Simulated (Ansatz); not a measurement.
S₃⁺, relaxed as a quartet with UKS PBE-D4/def2-TZVP in Ansatz, starting from the PBE-D4/def2-TZVP geometry of the charge +1 doublet. Force threshold 0.02 eV/Å.

The relaxation made no stability test and no search for a lower SCF solution. At PBE-D4/def2-TZVP a doublet of charge 1 lies 0.92 eV below the quartet, each at its own geometry. The structure comes from a short search, and lower isomers may exist.

Start:

Cartesian coordinates in Å:
```
S 0.242 -0.631 1.026
S -0.697 -0.477 -0.753
S 0.455 1.108 -0.273
```

```csv
step,energy (eV),largest force component (eV/Å),SCF passes
1,-32482.7069,2.762,17
2,-32483.0806,1.499,26
3,-32483.4123,0.760,25
4,-32483.4245,0.305,22
5,-32483.4266,0.025,22
6,-32483.4267,0.001,15
```

Force components are those of the run's own axes.

End:

```xyz
3

S     0.181   -0.860    1.139
S    -0.625   -0.427   -0.675
S     0.444    1.288   -0.464
```

Bonds lost: S1–S3 (atoms count from 1).

No frequencies were taken in this run, so the end may be a saddle point.

Run time 3.8 s (4 threads of Arm Neoverse V1 on a shared host).
